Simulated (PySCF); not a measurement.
## Choosing a basis for TDDFT

H2S.
SMILES: `S`

TDDFT with PBE0 (PySCF), vertical singlets, core orbitals frozen in the response, spherical d and f functions. Geometry: PBE0-D3(BJ)/def2-SVP; no solvent, vibrations or thermal averaging.

```tsv
basis	functions	diffuse	S1 (eV)	S2 (eV)	S3 (eV)	S4 (eV)	S5 (eV)	LUMO (eV)	α (au)
6-31G*	22	no	6.18	7.76	10.25	10.66	13.07	0.77	14.6
6-31+G*	26	yes	6.06	6.21	7.82	8.07	8.45	-0.01	17.2
def2-SVP	28	no	6.40	6.98	10.10	10.30	12.35	1.18	14.4
def2-SVPD	43	yes	6.15	6.20	7.86	8.14	8.61	0.07	24.5
aug-cc-pVDZ	45	yes	5.92	6.10	7.52	8.08	8.50	-0.32	23.7
def2-TZVP	49	no	6.02	6.69	9.66	9.76	10.92	0.54	18.2
def2-TZVPD	64	yes	5.96	6.16	7.50	7.69	7.98	0.02	24.9
aug-cc-pVTZ	96	yes	5.95	6.03	7.40	7.85	8.19	-0.33	24.7
```

Problem. Compare the sets with the largest diffuse one.

Solution. States are compared by their number. Against the largest diffuse basis here (aug-cc-pVTZ, itself not a converged limit), sets without diffuse functions differ by up to 0.46 eV in S1 and 4.88 eV in S5; the smaller diffuse sets differ by up to 0.20 and 0.42 eV. State by state, the largest deviation of a set without diffuse functions is S1 0.46, S2 1.73, S3 2.85, S4 2.81, S5 4.88 eV. The same number needn't mean the same state in each row. Against aug-cc-pVTZ the polarisability deviates by -41% in 6-31G*, -30% in 6-31+G*, -42% in def2-SVP, -1% in def2-SVPD, -4% in aug-cc-pVDZ, -26% in def2-TZVP, +1% in def2-TZVPD. A single + in a Pople set puts diffuse functions on heavy atoms only.
